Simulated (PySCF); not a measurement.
Compound: C₅H₉N.
Cartesian coordinates in Å at the PBE0-D3(BJ)/def2-SVP level; atoms count from 1:
```
atom  x, y, z in Å
C1     2.998   -0.075   -0.184
C2     1.861   -0.492   -0.160
C3     0.478   -0.950   -0.122
C4    -0.527    0.189    0.093
C5    -1.941   -0.360    0.196
N6    -0.439    1.105   -1.027
H7     4.012    0.279   -0.208
H8     0.365   -1.698    0.680
H9     0.235   -1.453   -1.074
H10   -0.269    0.661    1.067
H11   -2.212   -0.888   -0.731
H12   -2.042   -1.052    1.045
H13   -2.666    0.456    0.341
H14    0.516    1.448   -1.120
H15   -1.028    1.919   -0.865
```

Level: CAM-B3LYP/def2-SVPD in PySCF, non-relativistic, on one gas-phase PBE0-D3(BJ)/def2-SVP geometry that isn't relaxed in the solvent. The solvent is an IEF-PCM continuum (cavity from Bondi-type radii × 1.2). Specific hydrogen bonds and non-electrostatic terms are outside this model.

Gas phase at CAM-B3LYP/def2-SVPD: HOMO -8.46 eV, LUMO 1.30 eV, dipole 1.24 D.

Question: What does the continuum do to the energy, the frontier levels and the dipole at CAM-B3LYP/def2-SVPD in acetone and water?

Answer: 
```json
{"solvent": "acetone", "ε": "20.49", "E(solvent) − E(gas) (kJ/mol)": "-23.16", "polarisation term (kJ/mol)": "-26.56", "distortion of the solute (kJ/mol)": "3.40", "HOMO (eV)": "-8.52", "LUMO (eV)": "1.44", "dipole (D)": "1.75"}
{"solvent": "water", "ε": "78.36", "E(solvent) − E(gas) (kJ/mol)": "-24.77", "polarisation term (kJ/mol)": "-28.72", "distortion of the solute (kJ/mol)": "3.95", "HOMO (eV)": "-8.53", "LUMO (eV)": "1.44", "dipole (D)": "1.80"}
```

The polarisation term is half the interaction of the solute with the surface charges that it induces; the rest is the cost of distorting the solute's density. The sum is the electrostatic part of solvation alone. The atom shares or the degeneracy of the LUMO differ from the gas phase in acetone and water, so that column needn't follow one orbital. From acetone to water the lowering changes by a factor 1.07, Onsager's factor (ε − 1)/(2ε + 1) by 1.06 and ε itself by 3.8.

Question: Which radius a makes the point-dipole formula ΔE = −[(ε − 1)/(2ε + 1)]·μ²/a³ give the value in water, with the gas-phase dipole?

Answer: μ = 0.487 au and |ΔE| = 0.00943 Eh give a = 1.22 Å; the farthest nucleus lies 4.07 Å from the centroid of the nuclei, so such a sphere wouldn't even hold the nuclei. The formula assumes a rigid point dipole at the centre of a sphere.

Question: Give the dipole vector in the frame of the coordinates (D, pointing from negative to positive charge), gas and water.

Answer: Gas (-0.34, 0.54, 1.06), solvent (-0.49, 0.73, 1.57). Its length changes by +45 % and its direction by 2°.

Question: How does the static polarisability (CAM-B3LYP/def2-SVPD, frozen core, with the continuum's full static response) change?

Answer: 
| medium | isotropic (au) | principal values (au) | ⟨r²⟩ of the electrons (bohr²) |
| --- | --- | --- | --- |
| gas | 68.8 | 56.4, 61.8, 88.2 | 710.6 |
| acetone | 90.8 | 79.0, 81.8, 111.5 | 710.0 |
| water | 92.5 | 81.1, 83.5, 113.0 | 709.9 |

The isotropic value in water is 1.34 times the gas-phase one; no cavity-field correction is applied. ⟨r²⟩ is taken about the centre of nuclear charge.
